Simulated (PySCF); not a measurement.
```xyz
7

C     -0.9417    -0.4580     0.1670
C     -0.0057     0.4789    -0.0453
C      1.3785     0.1790    -0.1972
N      2.5166    -0.0417    -0.3247
H     -0.6863    -1.5154     0.2349
H     -1.9895    -0.1797     0.2775
H     -0.2720     1.5369    -0.1121
```

Charge 0, multiplicity 1.

### Question
Give the Mulliken and meta-Löwdin atomic charges from PBE-D3(BJ)/def2-TZVP (PySCF 2.14.0).

### Answer

| atom | Mulliken (e) | meta-Löwdin (e) |
|---|---|---|
| C1 | -0.21 | -0.20 |
| C2 | -0.01 | -0.14 |
| C3 | -0.24 | 0.10 |
| N4 | 0.04 | -0.20 |
| H5 | 0.15 | 0.14 |
| H6 | 0.14 | 0.14 |
| H7 | 0.15 | 0.15 |
